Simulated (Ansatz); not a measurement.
Lattice constant a (Å) of solids drawn from the class of halides, at two levels: PBE (PAW; Ansatz, an electronic-structure program), and PBE0 in Ansatz (PAW).

| solid | PBE | PBE0 | shift (%) |
|---|---|---|---|
| CsCl-type TlBr | 4.053 | 4.029 | -0.59 |
| rock-salt AgBr | 5.841 | 5.825 | -0.27 |
| rock-salt AgCl | 5.612 | 5.597 | -0.27 |
| cubic perovskite KMgF₃ | 4.054 | 4.004 | -1.23 |
| fluorite CdF₂ | 5.481 | 5.413 | -1.24 |
| CsCl-type TlCl | 3.900 | 3.876 | -0.62 |
| fluorite SrCl₂ | 7.041 | 7.003 | -0.54 |

The shifts run from -1.24 % to -0.27 %, with a median of -0.59 %.

Over all 7 rows PBE0 is the larger in 0.

Ansatz's runs of these crystals have no spin polarisation.

Spin–orbit coupling is left out, also for the solids with elements from indium on (CsCl-type TlBr, CsCl-type TlCl); its size isn't shown.

Ansatz's density-functional and Hartree–Fock values are scalar-relativistic unless marked +SOC, with PAW data made under PBE.
